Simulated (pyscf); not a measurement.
Structures and frequencies: ωB97X-D3(BJ)/def2-SVP in PySCF.

Problem. What is the homolytic dissociation enthalpy (298 K, ωB97M-D3(BJ)/def2-TZVP) of the O–Si bond of H₃C–O–SiH₂–O–SiH₃, to H₃C–O• + •H₂Si–O–SiH₃?

Solution. O–Si to H₃C–O• + •H₂Si–O–SiH₃: 116.0 kcal/mol. The 7 functionals that were run give +106.6 (PBE) to +117.6 kcal/mol (M06-2X). H₃C–O• lies 7.0 kcal/mol over its isomer •H₂C–OH, and others may lie lower still (electronic energy, ωB97M-D3(BJ)). Other isomers of •H₂Si–O–SiH₃ were not searched in full and may lie lower.
